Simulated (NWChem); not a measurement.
Correlation energy of formaldehyde (CH$_{2}$O)

```
C
O 1 1.1961
H 1 1.1199 2 122.51
H 1 1.1199 3 114.98 2 180.00
```
Charge 0, spin multiplicity 1.

Everything below was run with NWChem. The geometry was optimised at PBE0/def2-SVP, a minimum by its harmonic frequencies.

Basis set: 6-311G**. Each correlation energy counts from its own Hartree-Fock reference.

```
method        correlation energy (mHa)  difference from CCSD(T)
------------  ------------------------  -----------------------
MP2                             -337.0                    +25.5
SCS-MP2                         -332.0                    +30.5
CR-CCSD[T]                      -361.0                     +1.5
CR-CCSD(T)                      -360.2                     +2.3
CCSD                            -350.1                    +12.4
CCSD+T(CCSD)                    -363.5                     -1.0
CCSD(T)                         -362.5                      0.0
```

The values span 31.5 mHa, from CCSD+T(CCSD) (lowest) to SCS-MP2 (highest). 

The correlated methods keep 2 core orbitals frozen. The Pople sets run with spherical d functions. Coupled-cluster values serve here as a point of comparison, not as the truth.
